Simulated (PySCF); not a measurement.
# The first ionisation energy along the alkaline earths

All values are computed (PySCF 2.14, energy differences of UHF-based or UKS calculations, no spin-orbit coupling). Values in eV. The last column holds reference values (NIST; (s) semi-empirical, (t) theoretical, else measured). Unmarked ones compare directly (S terms, centres of terms, or small fine structure); those marked * lie between the lowest fine-structure levels and include a spin-orbit shift.

| element | configurations | UHF | MP2 (valence) | SCS-MP2 (valence) | CCSD (valence) | CCSD(T) (valence) | FCI (valence) | reference |
| --- | --- | --- | --- | --- | --- | --- | --- | --- |
| Be (dyall-av2z, non-relativistic) | [He] 2s2 → [He] 2s1 | 8.045 | 8.796 | 8.947 | 9.288 | 9.288 | 9.288 | 9.323 |
| Mg (dyall-av2z, non-relativistic) | [Ne] 3s2 → [Ne] 3s1 | 6.607 | 7.224 | 7.347 | 7.521 | 7.521 | 7.521 | 7.646 |
| Ca (dyall-av2z, non-relativistic) | [Ar] 4s2 → [Ar] 4s1 | 5.118 | 5.641 | 5.746 | 5.898 | 5.898 | 5.898 | 6.113 |
| Sr (dyall-av2z, non-relativistic) | [Kr] 5s2 → [Kr] 5s1 | 4.673 | 5.158 | 5.255 | 5.389 | 5.389 | 5.389 | 5.695 |

| method | elements | mean error (eV) | mean absolute error (eV) | largest error (eV) |
| --- | --- | --- | --- | --- |
| UHF | 4 | -1.084 | 1.084 | -1.278 |
| MP2 (valence) | 4 | -0.489 | 0.489 | -0.537 |
| SCS-MP2 (valence) | 4 | -0.371 | 0.371 | -0.439 |
| CCSD (valence) | 4 | -0.170 | 0.170 | -0.305 |
| CCSD(T) (valence) | 4 | -0.170 | 0.170 | -0.305 |
| FCI (valence) | 4 | -0.170 | 0.170 | -0.305 |

Errors include the incompleteness of the basis and the frozen core.

"Valence" correlates the outer s and p shells and, in groups 3 to 12 and the f block, the outer d or f shell, open or full, or the next shell where the ion has no valence electron left; the wider scheme adds the next inner shell.
